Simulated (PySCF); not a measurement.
One molecule, many functionals

Silicon dioxide, SiO2.
SMILES: `O=[Si]=O`

Linear-response calculations in the def2-SVPD basis (PySCF; singlets by full response, triplets Tamm–Dancoff, core orbitals frozen in the response; HF means time-dependent Hartree–Fock). 'Strongest' is the level of largest summed f among the singlets computed (10 roots, of which the last may lack a degenerate partner); it can jump between rows when another state enters that window. S1 is the lowest singlet of each run and needn't be the same state throughout; f(S1) is that of one state. Isolated species at its PBE0-D3(BJ)/def2-SVP geometry, gas phase.

```json
{"functional": "LDA", "kind": "LDA", "S1 (eV)": "4.19", "f(S1)": "0.000", "strongest (eV)": "5.47", "T1 (eV)": "3.82", "HOMO (eV)": "-8.71", "gap (eV)": "4.02", "ionisation energy, ΔSCF (eV)": "12.69"}
{"functional": "PBE", "kind": "GGA", "S1 (eV)": "4.17", "f(S1)": "0.000", "strongest (eV)": "5.43", "T1 (eV)": "3.73", "HOMO (eV)": "-8.50", "gap (eV)": "4.03", "ionisation energy, ΔSCF (eV)": "12.38"}
{"functional": "B3LYP", "kind": "global hybrid, 20% exact exchange", "S1 (eV)": "4.34", "f(S1)": "0.000", "strongest (eV)": "5.72", "T1 (eV)": "3.92", "HOMO (eV)": "-9.78", "gap (eV)": "5.93", "ionisation energy, ΔSCF (eV)": "12.58"}
{"functional": "PBE0", "kind": "global hybrid, 25% exact exchange", "S1 (eV)": "4.48", "f(S1)": "0.000", "strongest (eV)": "5.86", "T1 (eV)": "4.02", "HOMO (eV)": "-10.07", "gap (eV)": "6.50", "ionisation energy, ΔSCF (eV)": "12.57"}
{"functional": "BHandHLYP", "kind": "global hybrid, 50% exact exchange", "S1 (eV)": "4.72", "f(S1)": "0.000", "strongest (eV)": "6.22", "T1 (eV)": "4.28", "HOMO (eV)": "-11.55", "gap (eV)": "8.87", "ionisation energy, ΔSCF (eV)": "12.56"}
{"functional": "CAM-B3LYP", "kind": "range-separated hybrid", "S1 (eV)": "4.51", "f(S1)": "0.000", "strongest (eV)": "6.01", "T1 (eV)": "4.07", "HOMO (eV)": "-11.51", "gap (eV)": "8.94", "ionisation energy, ΔSCF (eV)": "12.78"}
{"functional": "wB97X-D", "kind": "range-separated hybrid", "S1 (eV)": "4.59", "f(S1)": "0.000", "strongest (eV)": "6.03", "T1 (eV)": "4.19", "HOMO (eV)": "-11.98", "gap (eV)": "10.23", "ionisation energy, ΔSCF (eV)": "12.73"}
{"functional": "LC-wPBE", "kind": "range-separated hybrid", "S1 (eV)": "4.83", "f(S1)": "0.000", "strongest (eV)": "6.36", "T1 (eV)": "4.33", "HOMO (eV)": "-12.89", "gap (eV)": "11.58", "ionisation energy, ΔSCF (eV)": "13.01"}
{"functional": "HF", "kind": "Hartree–Fock", "S1 (eV)": "5.39", "f(S1)": "0.000", "strongest (eV)": "6.98", "T1 (eV)": "4.89", "HOMO (eV)": "-14.00", "gap (eV)": "13.60", "ionisation energy, ΔSCF (eV)": "not settled"}
```

S1 runs from 4.17 eV (PBE) to 5.39 eV (HF), a spread of 1.22 eV, while the orbital gap spreads over 9.6 eV. Along PBE (0%), B3LYP (20%), PBE0 (25%), BHandHLYP (50%), HF (100%) S1 rises with the share of exact exchange. −ε(HOMO) comes closest to its own ΔSCF ionisation energy with LC-wPBE (-0.13 eV) and misses most with LDA (-3.98 eV). 'Not settled' means that the ion's SCF failed to converge or may have ended in another state than the lowest.
